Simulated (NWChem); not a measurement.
All runs are NWChem calculations. System: B (-1), charge -1, spin multiplicity 3. Its SCF solution wasn't tested for a lower state. Level: UHF/aug-cc-pVDZ.

Part of the output:

```
             Northwest Computational Chemistry Package (NWChem) 7.3.0
             --------------------------------------------------------

                                NWChem Input Module
                                -------------------

 Scaling coordinates for geometry "geometry" by  1.889725989
 (inverse scale =  0.529177249)

                             Geometry "geometry" -> ""
                             -------------------------

 Output coordinates in angstroms (scale by  1.889725989 to convert to a.u.)

  No.       Tag          Charge          X              Y              Z
 ---- ---------------- ---------- -------------- -------------- --------------
    1 B                    5.0000     0.00000000     0.00000000     0.00000000

 Effective nuclear repulsion energy (a.u.)       0.0000000000

            Nuclear Dipole moment (a.u.)
            ----------------------------
        X                 Y               Z
 ---------------- ---------------- ----------------
     0.0000000000     0.0000000000     0.0000000000

      Symmetry information
      --------------------

 Group name             D2h
 Group number             26
 Group order               8
 No. of unique centers     1

      Symmetry unique atoms

     1


 Summary of "ao basis" -> "" (spherical)
 ------------------------------------------------------------------------------
       Tag                 Description            Shells   Functions and Types
 ---------------- ------------------------------  ------  ---------------------
 *                        aug-cc-pvdz                 on all atoms

 Summary of "ao basis" -> "ao basis" (spherical)
 ------------------------------------------------------------------------------
       Tag                 Description            Shells   Functions and Types
 ---------------- ------------------------------  ------  ---------------------
 B                        aug-cc-pvdz                9       23   4s3p2d

                                 NWChem SCF Module
                                 -----------------

  ao basis        = "ao basis"
  functions       =    23
  atoms           =     1
  alpha electrons =     4
  beta  electrons =     2
  charge          =  -1.00
  wavefunction    = UHF
  use symmetry    = T
  symmetry adapt  = T

 Summary of "ao basis" -> "ao basis" (spherical)
 ------------------------------------------------------------------------------
       Tag                 Description            Shells   Functions and Types
[...]
    12      1.139765  1 B  py                 9     -0.619726  1 B  py
     6     -0.220880  1 B  py

 Vector    7  Occ=0.000000D+00  E= 2.166017D-01  Symmetry=b3u
              MO Center= -3.6D-18, -5.9D-18, -1.6D-33, r^2= 1.6D+01
   Bfn.  Coefficient  Atom+Function         Bfn.  Coefficient  Atom+Function
  ----- ------------  ---------------      ----- ------------  ---------------
    11      1.139765  1 B  px                 8     -0.619726  1 B  px
     5     -0.220880  1 B  px

                     UHF Final Beta Molecular Orbital Analysis
                     -----------------------------------------

 Vector    2  Occ=1.000000D+00  E=-1.680526D-01  Symmetry=ag
              MO Center=  0.0D+00,  0.0D+00,  0.0D+00, r^2= 1.6D+00
   Bfn.  Coefficient  Atom+Function         Bfn.  Coefficient  Atom+Function
  ----- ------------  ---------------      ----- ------------  ---------------
     3      0.548278  1 B  s                  2      0.431621  1 B  s

 Vector    3  Occ=0.000000D+00  E= 1.849053D-01  Symmetry=b1u
              MO Center= -1.1D-35,  3.8D-34, -5.4D-34, r^2= 1.6D+01
   Bfn.  Coefficient  Atom+Function         Bfn.  Coefficient  Atom+Function
  ----- ------------  ---------------      ----- ------------  ---------------
    13      1.071631  1 B  pz                10     -0.164585  1 B  pz

 Vector    4  Occ=0.000000D+00  E= 1.950540D-01  Symmetry=b3u
              MO Center= -1.5D-33, -3.3D-34,  1.5D-33, r^2= 1.6D+01
   Bfn.  Coefficient  Atom+Function         Bfn.  Coefficient  Atom+Function
  ----- ------------  ---------------      ----- ------------  ---------------
    11      1.099814  1 B  px                 8     -0.217186  1 B  px

 Vector    5  Occ=0.000000D+00  E= 1.950540D-01  Symmetry=b2u
              MO Center= -4.7D-33, -3.9D-18, -4.1D-32, r^2= 1.6D+01
   Bfn.  Coefficient  Atom+Function         Bfn.  Coefficient  Atom+Function
  ----- ------------  ---------------      ----- ------------  ---------------
    12      1.099814  1 B  py                 9     -0.217186  1 B  py

 center of mass
 --------------
 x =   0.00000000 y =   0.00000000 z =   0.00000000

 moments of inertia (a.u.)
 ------------------
           0.000000000000           0.000000000000           0.000000000000
           0.000000000000           0.000000000000           0.000000000000
           0.000000000000           0.000000000000           0.000000000000

  Mulliken analysis of the total density
  --------------------------------------

    Atom       Charge   Shell Charges
 -----------   ------   -------------------------------------------------------
    1 B    5     6.00   2.00  0.78  1.05  0.16  0.76  0.85  0.39  0.00  0.00

  Mulliken analysis of the alpha density
  --------------------------------------

    Atom       Charge   Shell Charges
 -----------   ------   -------------------------------------------------------
    1 B    5     4.00   1.00  0.40  0.53  0.07  0.76  0.85  0.39  0.00  0.00

   Mulliken analysis of the beta density
   -------------------------------------

    Atom       Charge   Shell Charges
 -----------   ------   -------------------------------------------------------
    1 B    5     2.00   1.00  0.38  0.52  0.09  0.00  0.00  0.00  0.00  0.00

   Mulliken analysis of the spin density
   -------------------------------------

    Atom       Charge   Shell Charges
 -----------   ------   -------------------------------------------------------
    1 B    5     2.00   0.00  0.02  0.01 -0.02  0.76  0.85  0.39  0.00  0.00

       Multipole analysis of the density wrt the origin
       ------------------------------------------------

     L   x y z        total         alpha         beta         nuclear
     -   - - -        -----         -----         ----         -------
     0   0 0 0     -1.000000     -4.000000     -2.000000      5.000000

     1   1 0 0     -0.000000     -0.000000      0.000000      0.000000
     1   0 1 0     -0.000000     -0.000000      0.000000      0.000000
     1   0 0 1      0.000000      0.000000      0.000000      0.000000

     2   2 0 0    -14.634378    -12.759041     -1.875337      0.000000
     2   1 1 0      0.000000      0.000000     -0.000000      0.000000
     2   1 0 1     -0.000000     -0.000000     -0.000000      0.000000
     2   0 2 0    -14.634378    -12.759041     -1.875337      0.000000
     2   0 1 1     -0.000000     -0.000000     -0.000000      0.000000
     2   0 0 2     -9.214426     -7.053747     -2.160679      0.000000

 Task  times  cpu:        0.1s     wall:        0.1s

 Total times  cpu:        0.1s     wall:        0.1s
```

Question: Write an NWChem input that would produce this output.

Answer: One answer among several that fit: 
```
start mol
memory heap 200 mb stack 900 mb global 1100 mb
charge -1
geometry units angstroms nocenter noautoz
  B      0.000000     0.000000     0.000000
  symmetry group D2h
end
basis spherical
  * library aug-cc-pvdz
end
scf
  uhf
  nopen 2
  maxiter 100
  thresh 1e-7
  semidirect memsize 60000000 filesize 0
  # guess.movecs holds the orbitals of an unrestricted PBE0 run
  vectors input guess.movecs output mol.movecs
end
task scf energy
```
